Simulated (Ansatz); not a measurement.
C2H3NS, SMILES `SC1C=N1`, relaxed with RKS PBE-D4/def2-SVP in the Gaussian-basis code of Ansatz from a rough embedded geometry. The force threshold is 0.03 eV/Å; the program also tests the step.

Charge 0, multiplicity 1.

Start:

```xyz
7

S     0.919    1.115   -0.793
C    -0.402    0.279   -0.203
C    -0.201   -0.512    0.940
N    -0.228   -1.180   -0.025
H     1.535    0.068   -1.426
H    -1.404    0.566   -0.542
H    -0.219   -0.337    2.049
```

| step | energy (eV) | largest force (eV/Å) | largest move (Å) |
| --- | --- | --- | --- |
| 1 | -14429.8542 | 8.236 | 0.000 |
| 2 | -14430.5910 | 1.908 | 0.125 |
| 3 | -14430.7516 | 0.820 | 0.166 |
| 4 | -14430.7805 | 0.752 | 0.096 |
| 5 | -14430.8005 | 0.654 | 0.195 |
| 6 | -14430.8209 | 0.373 | 0.097 |
| 7 | -14430.8300 | 0.325 | 0.162 |
| 8 (rejected) | -14430.8246 | 0.386 | 0.050 |
| 9 | -14430.8359 | 0.121 | 0.024 |
| 10 (rejected) | -14430.8347 | 0.383 | 0.019 |
| 11 | -14430.8362 | 0.007 | 0.009 |

End:

```xyz
7

S     1.277    0.950   -0.692
C    -0.251    0.142   -0.188
C    -0.374   -0.442    1.134
N    -0.238   -1.344    0.255
H     1.217    0.568   -2.000
H    -1.153    0.471   -0.736
H    -0.479   -0.344    2.227
```

Run time 13 s (2 threads of an Arm Neoverse V1 on a shared host); peak host memory 0.13 GiB.
